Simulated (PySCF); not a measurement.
# Potential energy of LiH along the bond

Set-up: basis Li pcseg-1, H pcseg-1; no relativity; PySCF 2.14. Energies in eV from Li + H in their ground configurations at the same level. All curves are PBE0. state 1: ¹Σ⁺ (singlet), closed shell; state 2: triplet, unpaired electrons σ ↑↑, a second solution, started from another occupation.

| R (Å) | state 1 | state 2 |
| --- | --- | --- |
| 1.378 | -2.056 | 1.3019 |
| 1.442 | -2.170 | 1.1199 |
| 1.506 | -2.238 | 0.9727 |
| 1.554 | -2.264 | 0.8808 |
| 1.602 | -2.272 | 0.8017 |
| 1.650 | -2.265 | 0.7334 |
| 1.714 | -2.236 | 0.6564 |
| 1.794 | -2.176 | 0.5776 |
| 1.890 | -2.077 | 0.5022 |
| 2.018 | -1.915 | 0.4240 |

**Question.** Put a parabola through the three lowest points of the state 1 curve and estimate Re, k and ωe (reduced mass 0.8812 u; 1 eV/Å² = 0.16022 mdyn/Å; ωe = 1302.8·√(k/μ) cm⁻¹).

**Answer.** Through R = 1.554, 1.602, 1.65 Å the second-order coefficient is 3.26 eV/Å², so Re ≈ 1.604 Å, k ≈ 1.04 mdyn/Å and ωe ≈ 1417 cm⁻¹. A polynomial fit of higher order to the unrounded PBE0 energies gives Re = 1.602 Å, k = 1.04 mdyn/Å, ωe = 1412 cm⁻¹; anharmonicity and rounding make the difference.

The higher-order fit for each curve: state 1: Re = 1.602 Å, ωe = 1412 cm⁻¹, De = 2.27 eV. State 2 gave no clean fit.
